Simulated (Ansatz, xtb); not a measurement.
## Relative energy of two spin states of BHO

Structure I: `[B]O`, a triplet. Structure II: `[B]O`, a singlet. Both are isolated molecules in the gas phase, relaxed with r2SCAN-D4/def2-TZVP.

Problem. Which of the two would you expect CCSD(T)/def2-QZVPP electronic energies to favour?

Solution. Structure II; the calculation gives E(II) − E(I) = −292.8 kJ/mol.

The same difference at several levels:

```tsv
level	geometry	E(II) − E(I) (kJ/mol)	departure from the last row (kJ/mol)	job, with rough time for the two
r2SCAN-D4/def2-TZVP	r2SCAN-D4/def2-TZVP	−240.9	+52.0	optimisation, 26 s
HF/def2-QZVPP	r2SCAN-D4/def2-TZVP	−201.7	+91.1	part of the CCSD(T) run
MP2/def2-QZVPP	r2SCAN-D4/def2-TZVP	−272.2	+20.6	part of the CCSD(T) run
CCSD(T)/def2-QZVPP	r2SCAN-D4/def2-TZVP	−292.8		single point, 30 s
```

The levels shown agree on the order. The largest departure from CCSD(T)/def2-QZVPP is that of HF/def2-QZVPP, 91.1 kJ/mol. Levels run at GFN2-xTB geometries aren't shown.

With harmonic frequencies from r2SCAN-D4/def2-TZVP (ideal gas, rigid rotor, one conformer each, 298.15 K, 1 atm): on the last row, ΔE + ΔZPE = −294.1, ΔH = −293.7, ΔG = −291.2 kJ/mol.

Open shells are spin-unrestricted. The correlated steps freeze 2 core orbitals. ΔG holds the spin degeneracy. Run with Ansatz 0.2.0; the last row on 1 thread of Arm Neoverse V2 on a shared host.
